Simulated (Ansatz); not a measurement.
A made-up structure of C₂H₄N (charge -1), closed shell:

```xyz
7
angstrom
C -1.1176 0.1471 -0.5752
C -0.0220 -0.8516 -0.2846
N 1.1887 -0.2959 0.5402
H -2.1112 -0.1486 -1.2109
H -1.0667 1.3291 -0.1823
H 1.1714 0.7596 0.8931
H 1.9573 -0.9399 0.8198
```

It is relaxed with PBE-D4/def2-SVPD and then PBE0-D4/def2-TZVPD (Ansatz 0.2.0). Atoms count as bonded within 1.22 times the sum of their covalent radii (H–H: 0.88 Å). The end point is not checked to be a true minimum.

Question: Does its bonding change? (Judge from chemistry; the calculation decides.)

Answer: Computed: No: no bond forms or breaks.

Where it ends: The first stage lowers the energy by 1.30 eV in 8 steps. It ends as C₂H₄N ([CH2][C][NH2]), total charge -1:
```
7
angstrom
C -0.9998 0.1300 -0.5103
C 0.0098 -0.7441 -0.3066
N 1.1541 -0.2121 0.3154
H -1.9129 -0.1481 -1.0316
H -0.9524 1.1866 -0.1634
H 1.0231 0.6659 0.8388
H 1.6780 -0.8781 0.8576
```

Labels in which every atom is bracketed show which atoms are joined, not bond orders.

For scale, one of the runs: PBE0-D4/def2-TZVPD relaxation, 147 basis functions, launched by `ansatz run in.yaml --threads 2 --pin off --events-out ev --progress --plain --max-ram 4352MiB`. The run took about 14 s on 2 CPU threads of an Arm Neoverse V2 (shared host).
